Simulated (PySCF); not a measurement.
C₅H₁₂P (charge +1).
Numbering: `[CH3:1]/[CH:2]=[CH:3]/[PH2+:4][CH2:5][CH3:6]` (hydrogens: H7, H8, H9 on C1; H10 on C2; H11 on C3; H12, H13 on P4; H14, H15 on C5; H16, H17, H18 on C6)

The same species was optimised twice, with GFN2-xTB and with PBE0-D3(BJ)/def2-SVP (PySCF), and the same property calculations (PySCF, gas phase) were run on both structures.

```json
{"coordinate": "C3–P4 (Å)", "GFN2-xTB": "1.776", "PBE0-D3(BJ)/def2-SVP": "1.767", "change": "-0.009"}
{"coordinate": "C2=C3 (Å)", "GFN2-xTB": "1.338", "PBE0-D3(BJ)/def2-SVP": "1.346", "change": "+0.008"}
{"coordinate": "P4–C5 (Å)", "GFN2-xTB": "1.816", "PBE0-D3(BJ)/def2-SVP": "1.809", "change": "-0.007"}
{"coordinate": "C1–C2 (Å)", "GFN2-xTB": "1.474", "PBE0-D3(BJ)/def2-SVP": "1.480", "change": "+0.006"}
{"coordinate": "C5–C6 (Å)", "GFN2-xTB": "1.528", "PBE0-D3(BJ)/def2-SVP": "1.524", "change": "-0.004"}
{"coordinate": "P4–C5–C6 (°)", "GFN2-xTB": "110.9", "PBE0-D3(BJ)/def2-SVP": "113.3", "change": "+2.4"}
{"coordinate": "C2–C3–P4 (°)", "GFN2-xTB": "123.3", "PBE0-D3(BJ)/def2-SVP": "121.9", "change": "-1.4"}
{"coordinate": "C1–C2–C3 (°)", "GFN2-xTB": "124.4", "PBE0-D3(BJ)/def2-SVP": "124.9", "change": "+0.5"}
{"coordinate": "C3–P4–C5 (°)", "GFN2-xTB": "114.4", "PBE0-D3(BJ)/def2-SVP": "114.8", "change": "+0.4"}
{"coordinate": "C2–C3–P4–C5 (°)", "GFN2-xTB": "-123", "PBE0-D3(BJ)/def2-SVP": "-121", "change": "+2"}
{"coordinate": "C3–P4–C5–C6 (°)", "GFN2-xTB": "-177", "PBE0-D3(BJ)/def2-SVP": "-178", "change": "-1"}
```

Rotational constants: A = 11193, B = 1012, C = 984.4 MHz (GFN2-xTB) against A = 10965, B = 1010, C = 985.3 MHz (PBE0-D3(BJ)/def2-SVP). Point groups within 0.08 Å: C1 and C1. Atoms that the bonding makes alike are paired by their places after alignment.

On the GFN2-xTB structure: lowest singlet, TDDFT (eV) 6.64 [B3LYP/def2-SVPD]; lowest triplet, Tamm–Dancoff (eV) 4.31 [B3LYP/def2-SVPD]; isotropic polarisability (au) 83.1 [B3LYP/def2-SVPD]; HOMO (eV) -12.29 [B3LYP/def2-SVPD]; LUMO (eV) -5.52 [B3LYP/def2-SVPD]; HOMO (eV) -12.54 [PBE0/pcSseg-1]; LUMO (eV) -5.34 [PBE0/pcSseg-1]; GIAO shielding of C1 (ppm) 159.1 [PBE0/pcSseg-1]; GIAO shielding of C2 (ppm) 6.0 [PBE0/pcSseg-1]; GIAO shielding of C3 (ppm) 86.1 [PBE0/pcSseg-1]; GIAO shielding of P4 (ppm) 359.5 [PBE0/pcSseg-1]; GIAO shielding of C5 (ppm) 168.0 [PBE0/pcSseg-1]; GIAO shielding of C6 (ppm) 177.1 [PBE0/pcSseg-1].

Question: What do these properties become on the PBE0-D3(BJ)/def2-SVP structure?

Answer: 
| property | level | on GFN2-xTB | on PBE0-D3(BJ)/def2-SVP | change |
| --- | --- | --- | --- | --- |
| lowest singlet, TDDFT (eV) | B3LYP/def2-SVPD | 6.64 | 6.59 | -0.05 |
| lowest triplet, Tamm–Dancoff (eV) | B3LYP/def2-SVPD | 4.31 | 4.24 | -0.07 |
| isotropic polarisability (au) | B3LYP/def2-SVPD | 83.1 | 84.7 | +1.6 |
| HOMO (eV) | B3LYP/def2-SVPD | -12.29 | -12.29 | 0.00 |
| LUMO (eV) | B3LYP/def2-SVPD | -5.52 | -5.58 | -0.06 |
| energy, GFN2-xTB geometry as zero (kcal/mol) | B3LYP/def2-SVPD | 0.0 | -1.3 | -1.3 |
| HOMO (eV) | PBE0/pcSseg-1 | -12.54 | -12.53 | +0.01 |
| LUMO (eV) | PBE0/pcSseg-1 | -5.34 | -5.40 | -0.06 |
| energy, GFN2-xTB geometry as zero (kcal/mol) | PBE0/pcSseg-1 | 0.0 | -1.0 | -1.0 |
| GIAO shielding of C1 (ppm) | PBE0/pcSseg-1 | 159.1 | 157.1 | -2.0 |
| GIAO shielding of C2 (ppm) | PBE0/pcSseg-1 | 6.0 | 2.6 | -3.4 |
| GIAO shielding of C3 (ppm) | PBE0/pcSseg-1 | 86.1 | 84.5 | -1.6 |
| GIAO shielding of P4 (ppm) | PBE0/pcSseg-1 | 359.5 | 349.2 | -10.3 |
| GIAO shielding of C5 (ppm) | PBE0/pcSseg-1 | 168.0 | 167.1 | -0.9 |
| GIAO shielding of C6 (ppm) | PBE0/pcSseg-1 | 177.1 | 175.9 | -1.2 |

The heavy atoms differ by 0.027 Å rms after alignment (one structure mirrored). Among bonds between heavy atoms C2=C3 and C3–P4 change most and about equally (-0.009 to +0.008 Å). Changes are differences of the printed values. Neither structure is proved a minimum here. The structure is a single PBE0-D3(BJ)/def2-SVP conformer in the gas phase; no vibrational or solvent corrections.

The values belong to the conformer `[CH3:1]/[CH:2]=[CH:3]/[PH2+:4][CH2:5][CH3:6]`: C2–C3–P4–C5 -121°, C3–P4–C5–C6 -178°.
